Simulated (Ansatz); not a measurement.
## How the polycrystal shear modulus of 1T (CdI2-type) SnSe₂ moves with the method

No measured value is used here.

```csv
level (code),value (GPa),cell (Å³/atom)
LDA (Ansatz),20.0,24.56
PBE (Ansatz),9.36,30.32
PBE-D3(BJ) (Ansatz),19.6,25.57
r²SCAN (Ansatz),15.2,27.80
HSE06-D3(BJ) (Ansatz),?,24.65
```

### Question
Fill in the missing entries.

### Answer

- HSE06-D3(BJ) (Ansatz, a quantum-chemistry and plane-wave program), value (GPa): 24.3

LDA: LDA has no dispersion term either, though it tends to give short spacings of layers, chains or molecules. PBE, r²SCAN: the cell comes from a level without a dispersion term, which matters for the spacing of layers, chains or molecules. PBE-D3(BJ), HSE06-D3(BJ): the dispersion coefficients are held fixed in the derivatives. Each level is taken at its own relaxed cell. Cutoffs and k meshes differ between the levels. Ansatz's density-functional and Hartree–Fock values are scalar-relativistic unless marked +SOC, with PAW data made under PBE.
